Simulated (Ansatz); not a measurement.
## CH4Si (SMILES C[SiH]): methods side by side

CH4Si: 6 atoms, total charge 0, spin state singlet. As SMILES, `C[SiH]`. The coordinates come from a PBE0-D4/def2-TZVP relaxation.

```tsv
atom	x (Å)	y (Å)	z (Å)
C	-0.0935	-0.3660	-0.3703
Si	0.9173	0.2098	1.1223
H	-1.1569	-0.4101	-0.1022
H	0.2150	-1.3356	-0.7630
H	-0.0240	0.3820	-1.1708
H	0.1422	1.5200	1.2840
```

Each level gives the energy change with the C1–H5 bond stretched from 1.098 to 2.196 Å (eV). The values are calculated.

```
                        level                    kind  program  value (eV)  less FCI/STO-3G
      PBE/STO-3G (restricted)                     GGA   Ansatz        5.09            +0.53
   r2SCAN/STO-3G (restricted)                meta-GGA   Ansatz        5.45            +0.89
    B3LYP/STO-3G (restricted)           global hybrid   Ansatz        5.51            +0.95
CAM-B3LYP/STO-3G (restricted)  range-separated hybrid   Ansatz        5.97            +1.41
  RPA@PBE/STO-3G (restricted)                     RPA   Ansatz        5.08            +0.52
      MP2/STO-3G (restricted)     perturbation theory   Ansatz        5.72            +1.16
  CCSD(T)/STO-3G (restricted)   coupled cluster or CI   Ansatz        4.57            +0.01
                   FCI/STO-3G      exact in the basis   Ansatz        4.56             0.00
```

FCI/STO-3G is exact within its basis and frozen core, so for wave-function methods in that basis the difference is their error; functionals converge differently with the basis, so for them it is only a difference. The first shape isn't each level's own minimum. The values span 4.56 to 5.97 eV. All rows use very small basis sets, so none should be taken for the real molecule's value.
